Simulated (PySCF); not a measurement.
**How the method moves the HOMO and LUMO of `CC(=S)N(C)C`**

C4H9NS.
Z-matrix (Å and degrees, PBE0-D3(BJ)/def2-SVP geometry), rows numbered from 1:
```
C 
C   1  1.5057
S   2  1.6599  1  119.95
N   2  1.3529  1  115.68  3  -179.71
C   4  1.4454  2  121.80  1  -177.77
C   4  1.4477  2  122.14  1    -1.85
H   1  1.0941  2  108.87  3    -4.24
H   1  1.1021  2  111.76  3  -124.85
H   1  1.1028  2  111.05  3   115.25
H   5  1.1028  4  110.43  2   119.39
H   5  1.0972  4  108.35  2    -0.55
H   5  1.1025  4  110.49  2  -120.42
H   6  1.0974  4  108.86  2   166.68
H   6  1.1043  4  112.25  2   -74.03
H   6  1.0989  4  111.88  2    47.91
```

Basis pcSseg-1 throughout (PySCF), one geometry. One conformer (not necessarily the lowest) at the PBE0-D3(BJ)/def2-SVP geometry, without solvent, vibrations or thermal averaging.

How do the orbital energies, the gap and the dipole change with the method?

```csv
method,kind,HOMO (eV),LUMO (eV),gap (eV),μ (D),SCF cycles
BLYP,GGA,-4.36,-1.30,3.06,4.85,15
B97-D,GGA,-4.52,-1.39,3.13,4.94,15
PBE,GGA,-4.56,-1.45,3.11,4.95,16
OPBE,GGA,-4.58,-1.42,3.16,5.01,16
KT3,GGA,-4.66,-1.45,3.21,4.82,16
BP86,GGA,-4.66,-1.55,3.12,4.99,15
KT2,GGA,-4.68,-1.44,3.24,4.88,16
LDA,LDA,-4.69,-1.61,3.08,5.01,16
B3LYP,global hybrid,-5.50,-0.77,4.73,4.98,14
B97-2,global hybrid,-5.53,-0.65,4.88,5.08,13
PBE0,global hybrid,-5.78,-0.59,5.19,5.10,13
mPW1PW91,global hybrid,-5.81,-0.62,5.19,5.10,12
BHandHLYP,global hybrid,-6.82,0.47,7.29,5.13,13
CAM-B3LYP,range-separated hybrid,-7.06,0.54,7.60,5.07,13
wB97X-D,range-separated hybrid,-7.63,1.14,8.77,5.21,15
LC-wPBE,range-separated hybrid,-8.48,1.55,10.03,5.27,15
HF,Hartree–Fock,-8.50,3.14,11.64,5.43,12
```

The HOMO spans 4.14 eV, from BLYP down to HF, and the gap runs from 3.06 eV (BLYP) to 11.64 eV (HF). Over the methods BLYP (0 %), B97-D (0 %), PBE (0 %), OPBE (0 %), KT3 (0 %), BP86 (0 %), KT2 (0 %), LDA (0 %), B3LYP (20 %), B97-2 (21 %), PBE0 (25 %), mPW1PW91 (25 %), BHandHLYP (50 %), HF (100 %), a straight line through the gap against the share of exact exchange rises by 0.85 eV for each 10 % (correlation coefficient 1.000). The dipole ranges from 4.82 D (KT3) to 5.43 D (HF). This basis has no diffuse functions.
